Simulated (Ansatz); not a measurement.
# AlH5O (Al(H2O)H3): the electronic atomisation energy, rung by rung

AlH5O: 7 atoms, total charge 0, spin state singlet. As SMILES, `[H][Al]([H])([H])<-[OH2]`. Geometry: a GFN2-xTB relaxation, a rough one for these elements and not checked as a minimum.

Quantity: the electronic atomisation energy, in eV. The values are calculated. Electronic energies at fixed atoms, without zero-point motion or spin-orbit coupling.

```csv
level,kind,program,value (eV),less FCI/STO-3G,CPU time (all runs)
PBE/STO-3G,GGA,Ansatz,26.02,+3.69,1.8 s
PBE0/STO-3G,global hybrid,Ansatz,25.49,+3.16,1.5 s
CAM-B3LYP/STO-3G,range-separated hybrid,Ansatz,26.24,+3.91,1.9 s
HSE06/STO-3G,range-separated hybrid,Ansatz,25.51,+3.18,2.1 s
wB97M-V/STO-3G,range-separated hybrid,Ansatz,26.59,+4.26,21 s
RPA@PBE/STO-3G,RPA,Ansatz,22.15,-0.18,2.6 s
MP2/STO-3G,perturbation theory,Ansatz,21.86,-0.47,0.16 s
BCCD(T)/STO-3G,coupled cluster or CI,Ansatz,22.32,-0.01,0.36 s
FCI/STO-3G,exact in the basis,Ansatz,22.33,0.00,10 s
```

FCI/STO-3G is exact within its basis and frozen core, so for wave-function methods in that basis the difference is their error; functionals converge differently with the basis, so for them it is only a difference. The values span 21.86 to 26.59 eV. All rows use very small basis sets, so none should be taken for the real molecule's value. In so small a basis fixed costs decide the times, and correlated methods can beat functionals. CPU times are rough (shared hosts, several kinds of processor and program).
